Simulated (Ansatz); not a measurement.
# BCl2 (SMILES Cl[B]Cl) at UCCSDT(Q)/STO-3G

Aim: the vertical ionisation energy of BCl2 at UCCSDT(Q)/STO-3G, from 2 runs. 

The calculation is run with Ansatz 0.2.0.

38 further runs of the same task are left out: 4 that didn't finish, 34 set aside as unsound or not needed.

## (1) The system as given

BCl2 has 3 atoms, charge 0, and is taken as a doublet. SMILES: `Cl[B]Cl`. The coordinates come from a PBE0-D4/def2-TZVP relaxation.

Bond lengths: Cl1–B2 1.720 Å, B2–Cl3 1.720 Å. Angles: Cl1–B2–Cl3 125.4°.

## (2) The energy at UCCSDT(Q)/STO-3G

run.yaml reads:

```yaml
crystal:
  periodic: [false, false, false]
  atoms:
    - {symbol: Cl, position_ang: [0.371500, -1.525600, 0.030000]}
    - {symbol: B, position_ang: [-0.463900, -0.050300, -0.256900]}
    - {symbol: Cl, position_ang: [0.081500, 1.511100, 0.213700]}
basis:
  gaussian:
    orbitals: STO-3G
scf:
  omitted_lower_state_checks: [cluster_reference, increment]
accuracy: high
correlation:
  method: ccsdt_q
  frozen_orbitals: {B: 1, Cl: 5}
magnetization:
  spin_polarized: true
  initial_magnetization: 1
```

The run is started by

```
$ ansatz run run.yaml --threads 1 --pin off --max-ram 2610MiB --events-out events.jsonl --progress --plain --runs-dir runs
```

Standard output, cut to the lines that bear on the results:

```text
Warning: RAYON_NUM_THREADS=1 ignored (pool sized by the plan → 1); use --threads N
Functional definition: HF
  name "HF"
[...]
404 factors; integrals over basis functions are off by at most 1.6e-8 eV
[...]
mean field -25402.68111153 eV, -933.5313122931 hartree, gradient 9.9e-8 eV, S^2 0.753681; 0 other end points of the search recorded, 0 dependent functions left out
11 core orbitals not correlated: weight in the atoms' cores, before any rotation towards them, 1.000 or more for the frozen orbitals, at most 0.000 for the correlated occupied ones
reference -25402.68111153 eV, -933.5313122931 hartree; 9, 8 occupied and 3, 4 virtual orbitals, 404 factors
second order -1.10653889 eV of doubles, -0.00000000 eV of singles
cycle   1  -1.23338358 eV  change   -1.3e-1 eV  update   6.9e-2
[...]
cycle  24  -1.46591451 eV  change   -1.4e-9 eV  update   1.2e-9
perturbative correction 0.00185171 eV, 0.0000680491 hartree
Total energy: -25404.14517434 eV, -933.5851156088 hartree
Checks for a lower state left out: cluster_reference, increment
```

It took 3.6 s on 1 thread of Arm Neoverse V1, shared host; peak memory 0.17 GiB.

## (3) The singlet cation

run.yaml reads:

```yaml
basis:
  gaussian:
    orbitals: STO-3G
crystal:
  periodic: [false, false, false]
  atoms:
    - {symbol: Cl, position_ang: [0.371500, -1.525600, 0.030000]}
    - {symbol: B, position_ang: [-0.463900, -0.050300, -0.256900]}
    - {symbol: Cl, position_ang: [0.081500, 1.511100, 0.213700]}
total_charge: 1
correlation:
  method: ccsdt_q
  frozen_orbitals: {B: 1, Cl: 5}
accuracy: high
scf:
  omitted_lower_state_checks: [cluster_reference, increment]
```

The run is started by

```
$ ansatz run run.yaml --threads 1 --pin off --max-ram 2610MiB --events-out events.jsonl --progress --plain --runs-dir runs
```

Standard output, cut to the lines that bear on the results:

```text
Warning: RAYON_NUM_THREADS=1 ignored (pool sized by the plan → 1); use --threads N
[... 2 set-up lines as earlier in the session ...]
[...]
402 factors; integrals over basis functions are off by at most 1.6e-8 eV
[...]
mean field -25394.65111089 eV, -933.2362152126 hartree, gradient 1.6e-8 eV, S^2 0.000000; 0 other end points of the search recorded, 0 dependent functions left out
11 core orbitals not correlated: weight in the atoms' cores, before any rotation towards them, 1.000 or more for the frozen orbitals, at most 0.000 for the correlated occupied ones
reference -25394.65111089 eV, -933.2362152126 hartree; 8, 8 occupied and 4, 4 virtual orbitals, 402 factors
second order -2.19132363 eV of doubles, -0.00000000 eV of singles
cycle   1  -2.19095945 eV  change    3.6e-4 eV  update   1.4e-1
[...]
cycle  24  -2.73157551 eV  change  -2.9e-10 eV  update  9.7e-10
perturbative correction 0.00377957 eV, 0.0001388967 hartree
Total energy: -25397.37890683 eV, -933.3364598642 hartree
Checks for a lower state left out: cluster_reference, increment
```

Wall time 0.64 s (1 thread of Arm Neoverse V1, shared host).

## (4) Summary of results

Level: UCCSDT(Q)/STO-3G, 11 core orbitals frozen.

| quantity | value |
| --- | --- |
| doublet BCl2: total energy | -933.58512 Eh |
| doublet BCl2: correlation energy (11 core orbitals frozen) | -53.8 mEh |
| doublet BCl2: ⟨S²⟩ of the reference determinant | 0.754 |
| doublet BCl2: T1 diagnostic | 0.013 |
| singlet cation: total energy | -933.33646 Eh |
| singlet cation: correlation energy (11 core orbitals frozen) | -100.2 mEh |
| singlet cation: T1 diagnostic | 0.026 |
| vertical ionisation energy (to the singlet cation) | 6.766 eV |

The vertical ionisation energy comes to 6.77 eV (653 kJ/mol). Only the singlet of the ionised species was computed; a triplet could lie lower. In a minimal basis such a difference can be off by several eV, whatever the method. The T1 diagnostic (singlet cation) of 0.026 is above the customary mark for such species, so a single reference may not serve.
